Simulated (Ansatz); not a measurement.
Reaction (SMILES): CCl (CH3-Cl) → [CH2]Cl (CH2-Cl) + H atom
B3LYP-D3(BJ)/def2-TZVP geometries, fixed; electronic energies without zero-point terms.

Energies in hartree at PBE with Ansatz (a quantum-chemistry and plane-wave program); the bond dissociation energy is their sum with the coefficients shown, times 627.509 kcal/mol a hartree. All functions are spherical. Open shells are unrestricted. No added dispersion term, no relativity.

```tsv
species	coefficient	part	cc-pV(D+d)Z	cc-pV(T+d)Z	cc-pV(Q+d)Z
CCl (CH3-Cl)	-1	PBE	-499.86264	-499.89680	-499.90418
[CH2]Cl (CH2-Cl)	+1	PBE	-499.20221	-499.23409	-499.24134
H atom	+1	PBE	-0.49863	-0.49962	-0.49985
```

Q: Predict the bond dissociation energy in cc-pV(5+d)Z (X = 5): let each PBE step shrink by the ratio of the last two. Compare with the run.

A: 
- CCl (CH3-Cl): steps -0.03416 and -0.00738, ratio 0.216, so PBE -499.90577 (run: -499.90873).
- [CH2]Cl (CH2-Cl): steps -0.03188 and -0.00725, ratio 0.227, so PBE -499.24299 (run: -499.24600).
- H atom: steps -0.00099 and -0.00023, ratio 0.232, so PBE -0.49990 (run: -0.49997).
Predicted 102.21 kcal/mol; the run in cc-pV(5+d)Z gives 102.13, a miss of 0.08. Keeping the value in cc-pV(Q+d)Z, 102.28, would miss by 0.14. All sums are of the energies as printed.
